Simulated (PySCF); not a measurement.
Input of a run (PBE0-D3(BJ)/def2-SVP geometry optimisation, gas phase (PySCF 2.14.0)), started from MMFF94s:
```
{"job": {"xc": "PBE0", "basis": "def2-SVP", "d3": "d3bj", "grid": 1, "kind": "geom"}, "charge": 0, "multiplicity": 1}
Cl    -1.928973     0.921627     0.340065
C     -0.688040    -0.317915     0.029412
C      0.688040     0.317915    -0.029412
Cl     1.928972    -0.921630    -0.340063
H     -0.941986    -0.808289    -0.915368
H     -0.752348    -1.056865     0.834013
H      0.752352     1.056864    -0.834014
H      0.941984     0.808292     0.915367
```

Output (energies in Eh, forces in Eh/bohr):
```
step   0  E = -998.28017283  max force = 0.003220
step   1  E = -998.27967586  max force = 0.007173
step   2  E = -998.28025297  max force = 0.004422
step   3  E = -998.28036753  max force = 0.000228
step   4  E = -998.28036776  max force = 0.000064
optimisation converged
```

Summarise the run.

The energy falls by 0.12 kcal/mol over 5 energy and gradient evaluations, the largest force component goes from 0.0032 to 6.4e-05 Eh/bohr, and the atoms move by 0.013 Å rms after alignment. The bond that changes most is C2–C3 (both ends sp3 C–Cl carbon), which shortens by 0.007 Å. Bonds longer at the end by more than 0.005 Å: 0 of 7; shorter: 1. The energy rose by more than 1e-6 Eh at step 1.

What are the final bond lengths?

Cl1–C2 1.785 Å, C2–C3 1.510 Å, C3–Cl4 1.785 Å, C2–H5 1.098 Å, C2–H6 1.098 Å, C3–H7 1.098 Å, C3–H8 1.098 Å. Numbering counts from 1 in the input's order; the species is 1,2-dichloroethane, `ClCCCl`.

The run used 84 basis functions and 31 SCF cycles in all. The force-field search had found conformers at 0.0, 1.2 kcal/mol (up to eight listed); the lowest was the start.

No PBE0-D3(BJ)/def2-SVP frequencies stand behind this structure, so it isn't proved a minimum. One conformer, not necessarily the lowest.

The values belong to the conformer `[Cl:1][CH2:2][CH2:3][Cl:4]`: Cl1–C2–C3–Cl4 180°.
